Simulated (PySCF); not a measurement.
CH3BO.
InChI=1S/CH3BO/c2-1-3/h2H3

Computed with PySCF at PBE0/pcSseg-1, non-relativistic, on one gas-phase PBE0-D3(BJ)/def2-SVP geometry that isn't relaxed in the solvent. The solvent is an IEF-PCM continuum (van der Waals radii × 1.2). Only the electrostatic response of the medium enters.

| medium | total energy (Eh) | HOMO (eV) | LUMO (eV) | dipole (D) |
| --- | --- | --- | --- | --- |
| gas phase | -139.784101 | -9.581 | -1.461 | 1.381 |
| water (ε = 78.36) | -139.786911 | -9.523 | -1.235 | 1.813 |

Question: What is E(solvent) − E(gas) in water, in kcal/mol?

Answer: -139.786911 − (-139.784101) = -0.002810 Eh = -1.76 kcal/mol.

Question: Scale it by Onsager's factor (ε − 1)/(2ε + 1) to tetrahydrofuran (ε = 7.426), and compare with the calculation.

Answer: The factor goes from 0.490 to 0.405, a ratio of 0.826, which gives -1.46 kcal/mol. The calculation gives -1.42 kcal/mol (total energy -139.786361 Eh), so the scaled value is 2.8 % too large in size.

Question: Scale the changes of the other columns the same way. What are the values in tetrahydrofuran?

Answer: 
```
  quantity  scaled  computed  difference
 HOMO (eV)  -9.533    -9.526      -0.007
 LUMO (eV)  -1.274    -1.271      -0.003
dipole (D)   1.738     1.728      +0.010
```

Question: How does each lowering split into the polarisation term (half the interaction with the induced surface charges) and the distortion of the solute's density?

Answer: water: -2.07 + 0.31 kcal/mol, the distortion taking back 15 % of the polarisation term; tetrahydrofuran: -1.61 + 0.19 kcal/mol, the distortion taking back 12 % of the polarisation term.

Cost: about 4 s of CPU time on one thread; the machine was shared, so the figure is rough. This is the whole shielding run at PBE0/pcSseg-1 in tetrahydrofuran, SCF included.
